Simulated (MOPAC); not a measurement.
MOPAC input (MNDO):

```
MNDO PRECISE GNORM=0.05 LET XYZ CHARGE=1 GEO-OK AUX(PRECISION=9) THREADS=1
C2H5O2

C    -1.07418128 1   -0.21162505 1   -0.02193321 1
O    -0.80426615 1   -1.25850516 1   -0.41995211 1
O     0.06884204 1    0.79292447 1    0.19070633 1
H    -1.99935379 1    0.30549760 1    0.23784596 1
C     1.50958716 1    0.37523867 1    0.11783599 1
H     2.04525726 1    1.24843873 1   -0.23885472 1
H     1.81242425 1    0.05625082 1    1.10994200 1
H     1.53355499 1   -0.43558812 1   -0.60121075 1
H    -0.12092511 1    1.56836467 1    0.75082691 1
```

Output:

```
 *******************************************************************************
 **                                                                           **
 **                              MOPAC v23.2.5                                **
 **                                                                           **
 *******************************************************************************
 ** MOPAC's Digital Object Identifier: https://doi.org/10.5281/zenodo.6511958 **
 **                                                                           **
 ** Please cite the open-source release paper for use of this MOPAC version:  **
 ** J. E. Moussa and J. J. P. Stewart (2026)                                  **
 ** MOPAC: An open-source semiempirical molecular orbital program             **
 ** J. Open Source Softw., 11(119), 8025, https://doi.org/10.21105/joss.08025 **
 *******************************************************************************

                              MNDO CALCULATION RESULTS

 *******************************************************************************
 *  MNDO       - The MNDO Hamiltonian to be used
 *  GEO-OK     - OVERRIDE INTERATOMIC DISTANCE AND OTHER SAFETY CHECKS
 *
 *
 *
 *                 CHARGE ON SYSTEM = +1
 *
 *
 *
 *  LET        - OVERRIDE SOME SAFETY CHECKS
 *  PRECISE    - TIGHTER CRITERIA TO BE USED
 *  XYZ        - CARTESIAN COORDINATE SYSTEM TO BE USED
 *  GNORM      - EXIT WHEN GRADIENT NORM DROPS BELOW 0.050
 *  AUX        - OUTPUT AUXILIARY INFORMATION
 *******************************************************************************
MNDO PRECISE GNORM=0.05 LET XYZ CHARGE=1 GEO-OK AUX(PRECISION=9) THREADS=1
 C2H5O2

   ATOM   CHEMICAL          X               Y               Z
  NUMBER   SYMBOL      (ANGSTROMS)     (ANGSTROMS)     (ANGSTROMS)

     1       C         -1.07418128  *  -0.21162505  *  -0.02193321  *
     2       O         -0.80426615  *  -1.25850516  *  -0.41995211  *
     3       O          0.06884204  *   0.79292447  *   0.19070633  *
     4       H         -1.99935379  *   0.30549760  *   0.23784596  *
     5       C          1.50958716  *   0.37523867  *   0.11783599  *
     6       H          2.04525726  *   1.24843873  *  -0.23885472  *
     7       H          1.81242425  *   0.05625082  *   1.10994200  *
     8       H          1.53355499  *  -0.43558812  *  -0.60121075  *
     9       H         -0.12092511  *   1.56836467  *   0.75082691  *

          CARTESIAN COORDINATES

    NO.       ATOM           X           Y           Z

     1         C         -1.0742     -0.2116     -0.0219
     2         O         -0.8043     -1.2585     -0.4200
     3         O          0.0688      0.7929      0.1907
     4         H         -1.9994      0.3055      0.2378
     5         C          1.5096      0.3752      0.1178
     6         H          2.0453      1.2484     -0.2389
     7         H          1.8124      0.0563      1.1099
     8         H          1.5336     -0.4356     -0.6012
     9         H         -0.1209      1.5684      0.7508

  H: (MNDO): M.J.S. DEWAR, W. THIEL, J. AM. CHEM. SOC., 99, 4899, (1977)
  C: (MNDO): M.J.S. DEWAR, W. THIEL, J. AM. CHEM. SOC., 99, 4899, (1977)
  O: (MNDO): M.J.S. DEWAR, W. THIEL, J. AM. CHEM. SOC., 99, 4899, (1977)

           Empirical Formula: C2 H5 O2  =     9 atoms

      MOLECULAR POINT GROUP   :   C1

      RHF CALCULATION, NO. OF DOUBLY OCCUPIED LEVELS = 12

          Geometry optimization using EF

          DIAGONAL MATRIX USED AS START HESSIAN

 CYCLE:     1  GRAD.:   196.590 HEAT:  121.3623
 CYCLE:     2  GRAD.:   533.394 HEAT:  165.1977
 CYCLE:     3  GRAD.:   244.294 HEAT:  131.7179
 CYCLE:     4  GRAD.:   983.788 HEAT:  168.0811
 CYCLE:     5  GRAD.:   235.261 HEAT:  134.3397
 CYCLE:     6  GRAD.:   350.577 HEAT:  138.6470
 CYCLE:     7  GRAD.:   447.044 HEAT:  146.1928
 CYCLE:     8  GRAD.:   298.095 HEAT:  139.0277
 CYCLE:     9  GRAD.:   212.027 HEAT:  131.0938
 CYCLE:    10  GRAD.:   273.431 HEAT:  136.2314
 CYCLE:    11  GRAD.:   202.595 HEAT:  127.6775
 CYCLE:    12  GRAD.:   327.012 HEAT:  141.0614
 CYCLE:    13  GRAD.:   241.374 HEAT:  129.0512
 CYCLE:    14  GRAD.:   285.217 HEAT:  138.1405
 CYCLE:    15  GRAD.:   107.364 HEAT:  118.5101
 CYCLE:    16  GRAD.:   138.611 HEAT:  120.8213
 CYCLE:    17  GRAD.:    51.263 HEAT:  115.4434
 CYCLE:    18  GRAD.:    59.410 HEAT:  115.3343
 CYCLE:    19  GRAD.:     9.036 HEAT:  114.3430
 CYCLE:    20  GRAD.:     8.712 HEAT:  114.3285
 CYCLE:    21  GRAD.:     1.585 HEAT:  114.2944
 CYCLE:    22  GRAD.:     1.170 HEAT:  114.2880
 CYCLE:    23  GRAD.:     1.996 HEAT:  114.2737
 CYCLE:    24  GRAD.:     1.296 HEAT:  114.2707
 CYCLE:    25  GRAD.:     0.955 HEAT:  114.2683
 CYCLE:    26  GRAD.:     1.869 HEAT:  114.2620
 CYCLE:    27  GRAD.:     4.617 HEAT:  114.2458
 CYCLE:    28  GRAD.:     7.822 HEAT:  114.2243
 CYCLE:    29  GRAD.:     6.359 HEAT:  114.1882
 CYCLE:    30  GRAD.:    20.537 HEAT:  114.2703
 CYCLE:    31  GRAD.:    22.553 HEAT:  114.3329
 CYCLE:    32  GRAD.:     9.015 HEAT:  114.1682
 CYCLE:    33  GRAD.:     3.120 HEAT:  114.1009
 CYCLE:    34  GRAD.:     3.954 HEAT:  114.0837
 CYCLE:    35  GRAD.:     7.062 HEAT:  114.0737
 CYCLE:    36  GRAD.:     4.569 HEAT:  114.0522
 CYCLE:    37  GRAD.:     2.173 HEAT:  114.0347
 CYCLE:    38  GRAD.:     2.511 HEAT:  114.0248
 CYCLE:    39  GRAD.:     1.460 HEAT:  114.0154
 CYCLE:    40  GRAD.:     1.428 HEAT:  114.0112
 CYCLE:    41  GRAD.:     2.166 HEAT:  114.0066
 CYCLE:    42  GRAD.:    12.880 HEAT:  114.0854
 CYCLE:    43  GRAD.:     1.463 HEAT:  114.0035
 CYCLE:    44  GRAD.:     0.857 HEAT:  114.0022
 CYCLE:    45  GRAD.:     0.951 HEAT:  114.0000
 CYCLE:    46  GRAD.:     0.465 HEAT:  113.9994
 CYCLE:    47  GRAD.:     0.614 HEAT:  113.9988
 CYCLE:    48  GRAD.:     0.931 HEAT:  113.9974
 CYCLE:    49  GRAD.:     1.500 HEAT:  113.9957
 CYCLE:    50  GRAD.:     1.581 HEAT:  113.9936
 CYCLE:    51  GRAD.:     1.372 HEAT:  113.9918
 CYCLE:    52  GRAD.:     2.719 HEAT:  113.9918
 CYCLE:    53  GRAD.:     1.528 HEAT:  113.9883
 CYCLE:    54  GRAD.:     1.049 HEAT:  113.9873
 CYCLE:    55  GRAD.:     0.853 HEAT:  113.9859
 CYCLE:    56  GRAD.:     0.570 HEAT:  113.9851
 CYCLE:    57  GRAD.:     0.848 HEAT:  113.9846
 CYCLE:    58  GRAD.:     0.249 HEAT:  113.9843
 CYCLE:    59  GRAD.:     0.162 HEAT:  113.9843
 CYCLE:    60  GRAD.:     0.255 HEAT:  113.9842
 CYCLE:    61  GRAD.:     0.152 HEAT:  113.9842
 CYCLE:    62  GRAD.:     0.106 HEAT:  113.9842
 CYCLE:    63  GRAD.:     0.025 HEAT:  113.9842

     GRADIENT =  0.02531 IS LESS THAN CUTOFF =  0.05000

 -------------------------------------------------------------------------------
 MNDO PRECISE GNORM=0.05 LET XYZ CHARGE=1 GEO-OK AUX(PRECISION=9) THREADS=1
 C2H5O2

     GEOMETRY OPTIMISED USING EIGENVECTOR FOLLOWING (EF).
     SCF FIELD WAS ACHIEVED

                              MNDO CALCULATION
                                                       MOPAC v23.2.5 Linux

          FINAL HEAT OF FORMATION =        113.98421 KCAL/MOL =     476.90993 KJ/MOL

          COSMO AREA              =         97.31 SQUARE ANGSTROMS
          COSMO VOLUME            =         79.88 CUBIC ANGSTROMS

          GRADIENT NORM           =          0.02531          =       0.00844 PER ATOM
          IONIZATION POTENTIAL    =         18.570008 EV
          HOMO LUMO ENERGIES (EV) =        -18.570 -5.295
          NO. OF FILLED LEVELS    =         12
          MOLECULAR WEIGHT        =         61.0603         POINT GROUP:  Cs

          MOLECULAR DIMENSIONS (Angstroms)

            Atom       Atom       Distance
            H     6    H     4     4.20907
            H     9    O     2     2.77529
            H     8    H     7     1.83801

          SCF CALCULATIONS        =         64

   ATOM   CHEMICAL          X               Y               Z
  NUMBER   SYMBOL      (ANGSTROMS)     (ANGSTROMS)     (ANGSTROMS)

     1       C         -1.09958468  *  -0.17596750  *  -0.01682880  *
     2       O         -0.80804220  *  -1.30711647  *  -0.25865643  *
     3       O          0.07393827  *   0.71793513  *   0.17159503  *
     4       H         -2.03126881  *   0.39576569  *   0.10689778  *
     5       C          1.50377874  *   0.39936769  *   0.10096766  *
     6       H          2.06628690  *   1.33866171  *   0.30000574  *
     7       H          1.73243108  *  -0.36352533  *   0.87762597  *
     8       H          1.72896931  *   0.01947302  *  -0.92003594  *
     9       H         -0.12297508  *   1.63865254  *   0.36817223  *

                             CARTESIAN COORDINATES

   1    C       -1.099584679    -0.175967502    -0.016828797
   2    O       -0.808042199    -1.307116470    -0.258656429
   3    O        0.073938271     0.717935131     0.171595025
   4    H       -2.031268809     0.395765693     0.106897783
   5    C        1.503778742     0.399367691     0.100967661
   6    H        2.066286900     1.338661714     0.300005741
   7    H        1.732431084    -0.363525327     0.877625971
   8    H        1.728969307     0.019473023    -0.920035942
   9    H       -0.122975082     1.638652539     0.368172233

           Empirical Formula: C2 H5 O2  =     9 atoms

      MOLECULAR POINT GROUP   :   Cs

                  EIGENVALUES
 -52.16125 -48.24685 -35.53016 -30.38500 -27.05728 -24.56244 -23.00096 -22.58106
 -20.49152 -19.77407 -18.83863 -18.57001  -5.29472  -5.28645  -2.78205  -2.11097
  -1.74784  -1.60150  -1.10944  -0.53646   0.88474

              NET ATOMIC CHARGES AND DIPOLE CONTRIBUTIONS

  ATOM NO.   TYPE          CHARGE      No. of ELECS.   s-Pop       p-Pop
    1          C           0.416341        3.5837     1.27634     2.30731
    2          O          -0.122074        6.1221     1.88064     4.24143
    3          O          -0.240854        6.2409     1.70913     4.53173
    4          H           0.207777        0.7922     0.79222
    5          C           0.212098        3.7879     1.25642     2.53148
    6          H           0.067766        0.9322     0.93223
    7          H           0.073204        0.9268     0.92680
    8          H           0.073203        0.9268     0.92680
    9          H           0.312539        0.6875     0.68746
 DIPOLE           X         Y         Z       TOTAL
 POINT-CHG.    -0.326     3.451     0.736     3.544
 HYBRID        -0.101     0.914     0.195     0.940
 SUM           -0.427     4.364     0.931     4.483

          ATOMIC ORBITAL ELECTRON POPULATIONS

     Atom    s        px        py        pz
    1  C   1.27634   0.76323   0.80774   0.73635
    2  O   1.88064   1.73015   1.20925   1.30203
    3  O   1.70913   1.30723   1.30266   1.92184
    4  H   0.79222
    5  C   1.25642   0.57418   0.97021   0.98709
    6  H   0.93223
    7  H   0.92680
    8  H   0.92680
    9  H   0.68746

 **********************
 *                    *
 * JOB ENDED NORMALLY *
 *                    *
 **********************

 == MOPAC DONE ==
```

The dipole moment of an ion depends on the origin.
